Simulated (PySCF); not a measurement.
propyne (C3H4), SMILES C#CC.

Geometry optimised at ωB97X-D3(BJ)/def2-TZVP.

Two levels are set side by side: PBE/def2-TZVPD (PySCF) and HF/def2-TZVPD (PySCF). Same geometry, gas phase. Differences are taken from unrounded values.

```tsv
quantity	HF
orbital gap (eV)	12.38
highest occupied level (eV)	-10.50
lowest empty level (eV)	1.88
dipole moment (D)	0.78
mean polarisability (bohr³)	35.2
```

**Question.** What does PBE give, and how far is it from HF? (The exact figures need the calculation; the answer reports its results.)

**Answer.** 
```
quantity                       PBE  PBE minus HF
---------------------------  -----  ------------
orbital gap (eV)              6.34         -6.04
highest occupied level (eV)  -6.52          3.98
lowest empty level (eV)      -0.18         -2.06
dipole moment (D)             0.86          0.08
mean polarisability (bohr³)   37.4           2.2
```

Without exact exchange PBE keeps part of each electron's self-repulsion, which lifts occupied levels and narrows the gap. Loosely held outer electrons make PBE densities more polarisable. Differences between two approximate levels are no errors against the true value.

Rough cost on one machine, each run with all the roots and properties that it gave: HF against PBE about 1/4.
